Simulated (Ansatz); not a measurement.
Input for Ansatz (development build ahead of 0.2.0):

```yaml
crystal:
  periodic: [false, false, false]
  atoms:
    - { symbol: C, position_ang: [0.98921, 0.0, 0.1172] }
    - { symbol: C, position_ang: [0.0, 0.98921, -0.1172] }
    - { symbol: C, position_ang: [-0.98921, 0.0, 0.1172] }
    - { symbol: C, position_ang: [0.0, -0.98921, -0.1172] }
    - { symbol: H, position_ang: [1.29203, 0.0, 1.08431] }
    - { symbol: H, position_ang: [1.81339, 0.0, -0.47148] }
    - { symbol: H, position_ang: [0.0, 1.29203, -1.08431] }
    - { symbol: H, position_ang: [0.0, 1.81339, 0.47148] }
    - { symbol: H, position_ang: [-1.81339, 0.0, -0.47148] }
    - { symbol: H, position_ang: [-1.29203, 0.0, 1.08431] }
    - { symbol: H, position_ang: [0.0, -1.81339, 0.47148] }
    - { symbol: H, position_ang: [0.0, -1.29203, -1.08431] }
basis:
  gaussian: { orbitals: def2-TZVP }
hamiltonian:
  xc: hf
```

The input is written out in the form of the current development build from the run's settings.

Results

| Property | Result |
| --- | --- |
| Converged | yes |
| Total energy | -156.07898 hartree |
| Spin squared of the determinant | 0.000 |

Caution: no unrestricted run beside it, a lower state can exist.
